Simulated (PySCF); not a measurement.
H3Si, SMILES [SiH3] (connectivity only; charge and spin as stated), charge +1, multiplicity 1. Atoms are numbered in the order given.

```xyz
4

Si     0.0000     0.0000     0.0000
H     -1.4830     0.0000     0.0000
H      0.7415     1.2843     0.0000
H      0.7415    -1.2843     0.0000
```
Charge +1, spin multiplicity 1.

Geometry optimised at PBE-D3(BJ)/def2-TZVPD. The spin state was assumed, not searched. The isomer is the one that the SMILES or the coordinates give; other isomers of the formula were not compared.

Level of theory: PBE-D3(BJ)/def2-TZVPD run with PySCF 2.14.0.

Frequencies are harmonic and unscaled.

Modes within 1.5 cm⁻¹ of each other (mostly degenerate sets) share a row, with their intensities summed.

Q: Estimate the vibrational spectrum. (The exact figures need the calculation; the answer reports its results.)

A: 
```tsv
mode	ν (cm⁻¹)	IR (km/mol)	moving atoms (share of kinetic energy)
1	807	51.1	H 90 %, Si 10 %
2–3	904	100.8	H 95 %
4	2194	0.0	H 100 %
5–6	2278	1.5	H 95 %
```
